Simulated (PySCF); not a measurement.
Atom-mapped SMILES (the numbers label the heavy atoms): `[CH2:1]=[C:2]=[CH2:3]` (H(Xn): hydrogen on atom n).

[PySCF 2.14: NMR shieldings at B3LYP/pcSseg-2/GIAO; coordinates at the PBE0-D3(BJ)/def2-SVP level; J: B3LYP/pcJ-1; one averaged value for each set of equivalent atoms; one computed conformer; no solvent; non-relativistic]

List the cross peaks expected in HSQC, COSY and HMBC spectra.

Results:



HSQC (one-bond C–H):
| δH | δC | $^{1}J$(C,H) (Hz) |
| --- | --- | --- |
| 4.85 (H(C1)/H(C3)) | 77.9 (C1/C3) | 180 |

HMBC (two and three bonds, |J| ≥ 2.5 Hz):
| δH | δC [abs. J in Hz] |
| --- | --- |
| 4.85 (H(C1)/H(C3)) | 234.1 (C2) [3.9], 77.9 (C1/C3) [8.5] |

No COSY cross peaks are expected.

Shifts are taken against calculated references (same method and geometry level): TMS for $^{1}$H (31.39 ppm), $^{13}$C (179.19 ppm).

Shifts are as computed. Against solution values, carbons near 30 ppm lie about +3 ppm off and those near 130 ppm about +8 ppm. Of 1211 compounds with measured shifts, 218 miss one by over three times the rms of a fit or turn the order of signals round; such compounds aren't used in these exercises.
